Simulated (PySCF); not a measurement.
Input of a driver script around PySCF for `C[C@H](F)CF`, coordinates in Å (PBE0-D3(BJ)/def2-SVP geometry):
```
{"job": {"kind": "eom", "basis": "aug-cc-pVDZ", "nee": 0}, "charge": 0, "multiplicity": 1}
C      1.267956    -0.246787     0.016630
C      0.018536     0.578361    -0.148136
F      0.007541     1.608763     0.769847
C     -1.257393    -0.209282     0.080411
F     -1.327327    -1.244494    -0.814379
H      1.332136    -0.640537     1.042554
H      1.249748    -1.093689    -0.683565
H      2.163015     0.359304    -0.182567
H     -0.013776     1.026280    -1.157751
H     -1.265720    -0.611712     1.108440
H     -2.134270     0.446458    -0.048719
```

Question: What does the run print?

Answer: 
```
E(HF) = -316.0101593177
E(MP2) = -316.8561961647
E(CCSD) = -316.8998279293
T1 diagnostic = 0.0117

EOM-IP-CCSD (eV)   Koopmans (eV)
  11.9491      13.2620
  12.2585      13.4577
  13.2305      14.8098
  14.0627      15.0230
  14.4106      15.8226
  14.6882      17.0504
  15.8738      17.8455
  16.5418      18.7842
```

Theory: CCSD and EOM-CCSD/aug-cc-pVDZ in PySCF, restricted Hartree–Fock reference, 5 core orbitals frozen, non-relativistic, gas phase, PBE0-D3(BJ)/def2-SVP geometry. Each EOM-IP line stands beside −ε of the orbital with the largest one-hole amplitude.

Question: What correlation energies follow, and how does the T1 diagnostic stand?

Answer: MP2 -0.84604 Eh, CCSD -0.88967 Eh; CCSD lies 43.6 mEh below MP2. T1 = 0.0117, below the customary warning level of 0.02.

Question: Which orbital leads each EOM-IP root, and how large is the one-hole share of its vector?

Answer: 11.95 eV: HOMO, one-hole share 0.96; 12.26 eV: HOMO-1, one-hole share 0.96; 13.23 eV: HOMO-2, one-hole share 0.95; 14.06 eV: HOMO-3, one-hole share 0.96; 14.41 eV: HOMO-4, one-hole share 0.96; 14.69 eV: HOMO-5, one-hole share 0.95; 15.87 eV: HOMO-6, one-hole share 0.95; 16.54 eV: HOMO-7, one-hole share 0.95.

The values belong to the conformer `[CH3:1][C@H:2]([F:3])[CH2:4][F:5]`: C1–C2–C4–F5 -60°.
